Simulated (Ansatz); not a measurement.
**Structure relaxation of Mg**

Level of theory: DFT PBEsol, scalar-relativistic, plane waves, PAW in Ansatz. Cutoff 420 eV, Γ-centred k mesh, Gaussian smearing, no spin polarisation in the final step.

The start is a database structure of Mg, space group P2_1 (No. 4).

```yaml
crystal:
  lattice:
    - [5.12651, 0.00000, 0.00000]
    - [0.00000, 3.24199, 0.00000]
    - [-0.03492, 0.00000, 15.10430]
  atoms:
    - { symbol: Mg, position: [0.51375, 0.48019, 0.91788] }
    - { symbol: Mg, position: [0.48625, 0.98019, 0.08212] }
    - { symbol: Mg, position: [0.48827, 0.98182, 0.41738] }
    - { symbol: Mg, position: [0.51173, 0.48182, 0.58262] }
    - { symbol: Mg, position: [0.01187, 0.98208, 0.59882] }
    - { symbol: Mg, position: [0.98813, 0.48208, 0.40118] }
    - { symbol: Mg, position: [0.98644, 0.48122, 0.09866] }
    - { symbol: Mg, position: [0.48433, 0.48176, 0.24969] }
    - { symbol: Mg, position: [0.51567, 0.98176, 0.75031] }
    - { symbol: Mg, position: [0.01356, 0.98122, 0.90134] }
```

Steps on the 8×12×4 mesh (10 atoms). 12 of 31 steps are shown, and the free energy counts from the last. Trial steps that were taken back and renewals of the plane-wave basis can be among the rows.

```csv
step,ΔF (meV/atom),V (Å³/atom),P (GPa),largest force component (eV/Å)
1,141.9,25.10,-0.08,0.036
4,141.1,25.03,-0.01,0.617
6,131.1,24.92,-0.05,0.068
9,105.9,24.20,-0.10,0.120
12,101.6,23.75,-0.12,0.692
15,73.4,23.29,0.02,0.013
17,65.3,23.22,-0.05,0.134
20,28.5,22.80,-0.12,0.134
23,14.9,22.60,0.05,0.043
26,2.2,22.73,-0.05,0.089
28,1.2,22.69,0.01,0.101
31,0.0,22.69,0.00,0.003
```

A final relaxation ran on a 8×12×4 mesh. The relaxed crystal, Immm (No. 71):

```
Mg
1.0
    -1.58639    1.60854    2.22269
     1.58639   -1.60854    2.22269
     1.58639    1.60854   -2.22269
Mg
1
Direct
  0.50000 0.00000 0.50000
```

* Volume per atom: 22.69 Å³
* Density: 1.78 g/cm³
* Energy over the standard structure: 0.01 eV/atom
* Gap on the 8×12×4 mesh: 0 eV (a metal)

Energies count from the standard state of Mg at the same level.

The final run used a 8×12×4 mesh on its 10-atom cell and 0.10 eV smearing. The k mesh leaves about 4 meV/atom of noise in metals.

A structure relaxed within its symmetry needn't be a true minimum.